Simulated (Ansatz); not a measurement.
Cost and result for the atomization energy of CClF$_{2}$, SMILES `F[C](F)Cl` radical (4 atoms, 3 bonds).

```xyz
4

F     0.277   -0.190   -1.269
C     0.300    0.063    0.021
F     0.320   -1.057    0.710
Cl   -0.897    1.184    0.538
```

Total charge 0; spin multiplicity 2. The structure was optimised at the PBE0-D4/def2-TZVP level. Program: Ansatz. All runs use 2 threads of a server CPU on a shared host. Times are those of one run each, without the atoms' runs, and a repeat can differ threefold. Electronic energies, without spin–orbit coupling; frozen cores. CCSD(T)/CBS adds CCSD(T) − MP2 in def2-TZVPP to the MP2 limit, and its time is that of the two runs behind it. T1 = 0.015; ⟨S²⟩ of the reference is 0.76. B3LYP takes the VWN-RPA correlation (the form of Gaussian; ORCA's B3LYP/G).

CCSD(T)/CBS is a level of theory with its own doubt, some kJ/mol a heavy atom from the limit and from the frozen cores, so smaller differences don't rank the functionals.

```tsv
level	functions	wall time	atomization (kJ/mol)	difference from CCSD(T)/CBS	per bond
LDA (SPW92)/def2-TZVPP	135	0.55 s	1663.0	376.6	125.5
revPBE-D4/def2-TZVPP	135	0.9 s	1338.5	52.1	17.4
PBE0-D4/def2-TZVPP	135	1.4 s	1327.1	40.7	13.5
B3LYP-D4/def2-TZVPP (with forces)	135	1.8 s	1288.0	1.6	0.5
RPA@PBE/def2-TZVPP	135	1.9 s	1109.8	-176.6	-58.9
CCSD(T)/def2-SVP	60	2 s	1201.1	-85.3	-28.4
PBE-QIDH/def2-TZVPP	135	2.1 s	1293.8	7.4	2.5
r2SCAN-D4/def2-TZVPP (with forces)	135	2.1 s	1335.7	49.3	16.4
r2SCANh-D4/def2-TZVPP	135	2.2 s	1309.6	23.2	7.7
ωB97X-V/def2-TZVPP	135	3.1 s	1307.0	20.6	6.8
MP2/def2-QZVPP	241	5.5 s	1352.1	65.7	21.9
CCSD(T)/def2-TZVPP	135	26 s	1239.4	-47.0	-15.7
CCSD(T)/CBS(def2)	–	31 s	1286.4	0.0	0.0
```

The D4 term adds +9.7 kJ/mol with B3LYP and +4.9 kJ/mol with PBE0; it sums over pairs of atoms, weighted by their polarisabilities, and B3LYP, whose exchange is more repulsive, gets the larger term. At CCSD(T), def2-SVP lies −85.3 kJ/mol from the extrapolated value and def2-TZVPP −47.0 kJ/mol: correlation converges slowly with the basis, and small sets miss more of it in the bonded molecule than in its fragments. From r2SCAN to r2SCAN0 (25 % exact exchange), in def2-TZVPP and without D4, the atomization energy moves by −63.7 kJ/mol: exact exchange takes away binding that semilocal exchange gives to molecules.
